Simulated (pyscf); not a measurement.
**Four-centre exchange: HO–Mg–OH + H₂S -> HO–Mg–SH + H₂O**

Gas phase, singlet surface, charge 0. Bonds broken: Mg1–O2, S6–H7. Bonds formed: Mg1–S6, O2–H7. Single points on ωB97X-D3(BJ)/def2-SVP structures (PySCF, gas phase). Correlated levels are frozen-core, on RHF or UHF. ΔMP2 is the change of the MP2 total energy from the triple- to the quadruple-zeta basis.

Transition state (Å):

```xyz
8

Mg    -0.6503    -1.0029    -0.2376
O     -1.4645     0.6470     0.1725
O     -0.5896    -2.7859    -0.2328
H     -2.1840     1.0856     0.6315
H     -0.8665    -3.6578     0.0357
S      0.8453     0.7628    -1.3656
H     -0.3699     1.1775    -0.6246
H      0.2351     0.6820    -2.5647
```

One imaginary mode, 434i cm⁻¹; descent along it reached the two sides named, in the forms told below.

| bond | change | reactant side (Å) | saddle | product side |
|---|---|---|---|---|
| Mg1–O2 | breaks | 1.842 | 1.885 | 2.021 |
| S6–H7 | breaks | 1.365 | 1.483 | 4.1 |
| Mg1–S6 | forms | 2.6 | 2.574 | 2.306 |
| O2–H7 | forms | 2.033 | 1.454 | 0.962 |

Electronic energies relative to the separated reactants (kcal/mol):

| level | barrier | reaction energy | reverse barrier |
|---|---|---|---|
| ωB97X-D3(BJ)/def2-TZVP | -13.9 | -5.3 | -8.6 |
| PBE/def2-TZVP | -15.2 | -4.4 | -10.8 |
| r²SCAN/def2-TZVP | -14.4 | -3.2 | -11.2 |
| B3LYP-D3(BJ)/def2-TZVP | -12.5 | -2.9 | -9.6 |
| PBE0-D3(BJ)/def2-TZVP | -14.4 | -5.2 | -9.2 |
| M06-2X/def2-TZVP | -11.4 | -3.4 | -8.0 |
| ωB97M-D3(BJ)/def2-TZVP | -10.4 | -3.0 | -7.4 |
| HF/def2-TZVP | 1.1 | -3.3 | 4.4 |
| MP2/def2-QZVPP | -11.4 | -3.5 | -7.9 |
| CCSD/def2-TZVPP | -7.6 | -3.6 | -4.0 |
| CCSD(T)/def2-TZVPP | -9.7 | -4.0 | -5.7 |
| CCSD(T)/def2-TZVPP + ΔMP2(QZVPP) | -10.4 | -4.0 | -6.3 |

With CCSD(T)/def2-TZVPP + ΔMP2(QZVPP) energies and thermal terms (ideal gas, 1 atm, RRHO with modes under 100 cm⁻¹ raised to 100, one conformer, R ln 2 for chiral ones without a mode under 150 cm⁻¹), in kcal/mol:

```
T (K)    ΔH‡   ΔG‡    ΔH    ΔG
-----  -----  ----  ----  ----
298    -10.9  -0.6  -2.5  -2.7
600    -11.0   9.9  -2.9  -2.8
900    -10.7  20.3  -3.4  -2.6
1200   -10.3  30.6  -3.8  -2.3
```

On the reactant side the descent ends in an adduct with a Mg–S contact, 16.1 kcal/mol under the separated species and 2.2 kcal/mol under the saddle at ωB97X-D3(BJ)/def2-TZVP. On the product side the descent ends in an adduct with a Mg–O contact (not fully relaxed), 23.6 kcal/mol under the separated species and 15.0 kcal/mol under the saddle at ωB97X-D3(BJ)/def2-TZVP. At ωB97X-D3(BJ), PBE, r²SCAN, B3LYP-D3(BJ), PBE0-D3(BJ), M06-2X, ωB97M-D3(BJ), MP2, CCSD, CCSD(T), CCSD(T) the saddle lies under the separated reactants, which points to a path from their complex (located at ωB97X-D3(BJ) alone). At ωB97X-D3(BJ), PBE, r²SCAN, B3LYP-D3(BJ), PBE0-D3(BJ), M06-2X, ωB97M-D3(BJ), MP2, CCSD, CCSD(T), CCSD(T) the saddle lies under the separated products, which points to a path from their complex (located at ωB97X-D3(BJ) alone). What is counted as formed (Mg–S) is already present as a longer contact in the reactant adduct; forming that adduct is a step of its own. What is counted as broken (Mg–O) persists as a longer contact in the product adduct; parting that adduct is a step of its own. One saddle was located; it need not be the lowest between these sides. The CCSD(T) − MP2 part came from Ansatz, without density fitting, on the same reference. The frozen core leaves the outer d or s,p core shells of the metals and heavy elements correlated in the MP2 and CC values, and def2-TZVPP describes them poorly, which can shift differences by a few kcal/mol.
